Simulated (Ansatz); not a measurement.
Relaxed structures of C2H3O (charge +1), singlet (PBE0-D4/def2-TZVP; forces vanish, vibrations not checked; lower isomers may exist, and structures with a doubtful reference or unclear bonds are left out; Å). Computed with Ansatz 0.2.0 (basis: def2-TZVPP); correlated methods freeze the cores.

Rank them by CCSD(T) energy, lowest first, and give each one's height above the lowest. Links in brackets join atoms within 1.22 times the sum of their covalent radii (1.1 for two metals). (Judge from chemistry; the value comes from the calculation.)
A.
C₂H₃O ([CH2][C][OH]), total charge +1
```
6
angstrom
C -0.2836 -0.0001 -0.2980
C 0.5449 -0.7921 0.2485
O 1.3053 -1.6344 0.6931
H 0.0365 0.6386 -1.1224
H -1.3085 0.0558 0.0716
H 1.8663 -1.3641 1.4565
```
B.
C₂H₃O ([C][O][CH3]), total charge +1
```
6
angstrom
C -0.3869 0.3710 -0.2317
C 1.3938 -1.3365 0.8347
O 0.6352 -0.6092 0.3804
H -0.0634 0.4433 -1.2666
H -1.3339 -0.1392 -0.0779
H -0.2448 1.2706 0.3611
```
C.
C₂H₃O ([CH3][C][O]), total charge +1
```
6
angstrom
C -0.3216 0.3084 -0.1926
C 0.6177 -0.5926 0.3700
O 1.3539 -1.2980 0.8107
H -0.0737 0.4471 -1.2532
H -1.3241 -0.1260 -0.0835
H -0.2521 1.2612 0.3485
```

The calculation gives: C (0.0 kJ/mol), A (180.6 kJ/mol), B (230.9 kJ/mol). Heights count from the lowest.

T1 diagnostic: at most 0.019.

For scale, one of the runs: CCSD(T)/def2-TZVPP, 135 basis functions, launched by `ansatz run in.yaml --threads 2 --pin off --events-out ev --progress --plain --max-ram 4352MiB`. The run took 8 s on 2 CPU threads of an Arm Neoverse V2 (shared host), with 0.73 GiB of host memory at its peak.
